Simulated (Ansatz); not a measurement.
Relaxation of CH4AlCl (7 atoms, charge 0, multiplicity 1), to a largest force component of 0.03 eV/Å in at most 50 steps.

Level of theory: RKS B3LYP/def2-SVP in Ansatz 0.2.0.

```xyz
7
Properties=species:S:1:pos:R:3:forces:R:3
Al 0.235 0.000 -0.116 0.76 0.00 1.37
Cl 0.838 -0.003 1.978 -0.94 0.00 -0.02
H 1.739 0.002 -0.483 0.19 0.00 -1.35
C -1.548 0.001 -0.883 0.01 0.00 -0.03
H -2.098 -0.910 -0.590 0.00 -0.01 0.00
H -2.130 0.862 -0.514 -0.01 0.01 0.00
H -1.524 0.047 -1.984 0.00 0.00 0.02
```

**Question.** Where does it end, and by what steps?

**Answer.** It converged. After 4 steps the energy has fallen by 0.470 eV; H3 moved furthest, 0.39 Å.

| step | energy less start (eV) | largest force component (eV/Å) | accepted |
| --- | --- | --- | --- |
| 0 | 0.0000 | 1.371 | yes |
| 1 | -0.3491 | 0.634 | yes |
| 2 | -0.4608 | 0.490 | yes |
| 3 | -0.4696 | 0.066 | yes |
| 4 | -0.4703 | 0.022 | yes |

```xyz
7
Properties=species:S:1:pos:R:3
Al 0.316 0.001 -0.040
Cl 0.520 -0.003 2.073
H 1.664 0.001 -0.863
C -1.468 0.002 -0.824
H -2.027 -0.908 -0.544
H -2.065 0.860 -0.468
H -1.428 0.048 -1.925
```

Whether the end is a true minimum wasn't checked by a vibrational analysis.

The run took 12 s on 1 thread of Arm Neoverse V2 (shared host), peak memory 0.13 GiB.
